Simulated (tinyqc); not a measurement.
Inside a calculation. Method: RHF in the sto-3g basis, for H3O+, spin multiplicity 1. One step of it, computed by the program tinyqc.

Question. Iteration 8 (converged): orbitals. Diagonalise F' = X^T F X, C = X C', fill 5 alpha and 5 beta electrons from the bottom; D = 2 C_occ C_occ^T. Each column has its largest component positive (the first on a tie).

converged F (hartree), order 1O 1s, 1O 2s, 1O 2px, 1O 2py, 1O 2pz, 2H 1s, 3H 1s, 4H 1s:
```
[[-20.802773, -5.291314, -0.000009, 0.000000, 0.018733, -0.800570, -0.799260, -0.799260],
 [-5.291314, -2.885274, -0.000107, 0.000000, 0.074076, -0.911439, -0.910386, -0.910386],
 [-0.000009, -0.000107, -0.765885, 0.000000, 0.000047, -0.540883, 0.270337, 0.270337],
 [0.000000, 0.000000, 0.000000, -0.765723, 0.000000, 0.000000, -0.468112, 0.468112],
 [0.018733, 0.074076, 0.000047, 0.000000, -0.826620, 0.213507, 0.213253, 0.213253],
 [-0.800570, -0.911439, -0.540883, 0.000000, 0.213507, -0.693225, -0.252510, -0.252510],
 [-0.799260, -0.910386, 0.270337, -0.468112, 0.213253, -0.252510, -0.692598, -0.252275],
 [-0.799260, -0.910386, 0.270337, 0.468112, 0.213253, -0.252510, -0.252275, -0.692598]]
```

X, order 1O 1s, 1O 2s, 1O 2px, 1O 2py, 1O 2pz, 2H 1s, 3H 1s, 4H 1s:
```
[[-0.385818, 0.000918, 0.000000, -0.702994, 0.633038, 0.000000, -0.000088, 0.160874],
 [1.140979, -0.001997, 0.000000, 0.123881, 0.210171, 0.000000, -0.000145, 0.445335],
 [0.001808, 0.865944, 0.000000, 0.000158, 0.000012, 0.000000, 0.673272, 0.000167],
 [0.000000, 0.000000, 0.865705, 0.000000, 0.000000, 0.673313, 0.000000, 0.000000],
 [-0.275587, 0.000360, 0.000000, 0.703723, 0.673117, 0.000000, -0.000031, -0.112976],
 [-0.505063, -0.856337, 0.000000, 0.144806, -0.125816, 0.000000, 0.453197, 0.316401],
 [-0.502035, 0.429590, -0.742199, 0.144911, -0.125882, 0.392678, -0.226876, 0.316096],
 [-0.502035, 0.429590, 0.742199, 0.144911, -0.125882, -0.392678, -0.226876, 0.316096]]
```

Give: F' = X^T F X; orbital energies; coefficients C; D after iteration 8.

Answer.

F' = X^T F X (hartree):
```
[[-0.8262, 0.0028, 0.0000, -2.3232, 2.1007, 0.0000, -0.0003, 0.3839],
 [0.0028, 0.1446, 0.0000, 0.0068, -0.0064, 0.0000, -0.0400, -0.0018],
 [0.0000, 0.0000, 0.1441, 0.0000, 0.0000, -0.0401, 0.0000, 0.0000],
 [-2.3232, 0.0068, 0.0000, -9.3727, 8.7728, 0.0000, -0.0016, 3.9975],
 [2.1007, -0.0064, 0.0000, 8.7728, -9.8480, 0.0000, 0.0016, -4.1470],
 [0.0000, 0.0000, -0.0401, 0.0000, 0.0000, -0.9780, 0.0000, 0.0000],
 [-0.0003, -0.0400, 0.0000, -0.0016, 0.0016, 0.0000, -0.9782, 0.0007],
 [0.3839, -0.0018, 0.0000, 3.9975, -4.1470, 0.0000, 0.0007, -3.3060]]
```

orbital energies (hartree): [-20.8111, -1.6751, -0.9796, -0.9794, -0.8542, -0.0125, 0.1455, 0.1460]

coefficients C, order 1O 1s, 1O 2s, 1O 2px, 1O 2py, 1O 2pz, 2H 1s, 3H 1s, 4H 1s:
```
[[0.9944, -0.2415, 0.0001, 0.0000, -0.0589, -0.1383, 0.0000, 0.0003],
 [0.0247, 0.8993, -0.0004, 0.0000, 0.2898, 0.8163, 0.0000, -0.0018],
 [0.0000, 0.0001, 0.7036, 0.0000, 0.0003, -0.0013, 0.0000, -0.8415],
 [0.0000, 0.0000, 0.0000, 0.7037, 0.0000, 0.0000, 0.8412, 0.0000],
 [-0.0022, -0.0874, -0.0003, 0.0000, 0.9319, -0.4013, 0.0000, 0.0008],
 [-0.0039, 0.0972, 0.4226, 0.0000, -0.1222, -0.6033, 0.0000, 0.8740],
 [-0.0039, 0.0971, -0.2113, 0.3660, -0.1224, -0.6052, -0.7557, -0.4353],
 [-0.0039, 0.0971, -0.2113, -0.3660, -0.1224, -0.6052, 0.7557, -0.4353]]
```

D after iteration 8, order 1O 1s, 1O 2s, 1O 2px, 1O 2py, 1O 2pz, 2H 1s, 3H 1s, 4H 1s:
```
[[2.1011, -0.4195, 0.0000, 0.0000, -0.0719, -0.0403, -0.0403, -0.0403],
 [-0.4195, 1.7868, -0.0002, 0.0000, 0.3829, 0.1035, 0.1036, 0.1036],
 [0.0000, -0.0002, 0.9902, 0.0000, 0.0001, 0.5947, -0.2974, -0.2974],
 [0.0000, 0.0000, 0.0000, 0.9905, 0.0000, 0.0000, 0.5151, -0.5151],
 [-0.0719, 0.3829, 0.0001, 0.0000, 1.7520, -0.2450, -0.2449, -0.2449],
 [-0.0403, 0.1035, 0.5947, 0.0000, -0.2450, 0.4060, -0.1298, -0.1298],
 [-0.0403, 0.1036, -0.2974, 0.5151, -0.2449, -0.1298, 0.4060, -0.1297],
 [-0.0403, 0.1036, -0.2974, -0.5151, -0.2449, -0.1298, -0.1297, 0.4060]]
```
